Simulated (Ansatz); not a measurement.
Black phosphorus was calculated with HSE06 (plane waves, PAW; Ansatz, a program for electronic structure).

Settings: plane-wave cutoff 460 eV, 8×8×6 k mesh (along the axes of the cell as run), Fermi–Dirac smearing 0.01 eV, scalar-relativistic PAW data made under PBE.

Cell (relaxed at this level):

```xyz
4
Lattice="1.6455 -5.5890 0.0000 1.6455 5.5890 0.0000 0.0000 0.0000 4.5251" Properties=species:S:1:pos:R:3 pbc="T T T"
P      1.6455     4.5433     4.1292
P      1.6455     1.0457     1.8666
P      1.6455    -1.0457     2.6584
P      1.6455    -4.5433     0.3959
```

Task: What does this level give for the band gap and Γ–Γ gap?

Result: 
- band gap: 0.73 eV (on the SCF k mesh) (direct)
- Γ–Γ gap: 2.48 eV

Measured, for comparison: band gap 0.35 eV (temperature not stated, not corrected to a static lattice; as tabulated in Das et al. (2018), arXiv:1807.05623). Computed (rounded) less measured: band gap +0.38 eV.

Note: the cell comes from a level without a dispersion term, which matters for the spacing of layers, chains or molecules.

Computed values are for the static lattice.

The result took very roughly 100 core-minutes.
